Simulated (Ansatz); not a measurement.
Zinc-blende CdSe, treated with PBEsol in Ansatz (PAW).

Total energies, extrapolated to zero smearing (they compare only within this program, potentials and cutoff; free atoms with spin allowed, lowest state found):

```tsv
system	energy (eV/atom)
zinc-blende CdSe, relaxed	-6804.7059
free Cd atom	-8182.8670
free Se atom	-5421.2008
```

Problem. Work out the cohesive energy per atom.

Solution. E_coh = [1 × (-8182.8670) + 1 × (-5421.2008)]/2 − (-6804.7059) = 2.67 eV/atom. The reference value is 2.46 eV/atom (measured, temperature not stated, no zero-point or thermal correction; as tabulated in Verma et al. (2010), arXiv:1001.1248), a difference of +0.21 eV/atom.

The PAW data were made under PBE.

Ansatz is a quantum-chemistry and plane-wave program.
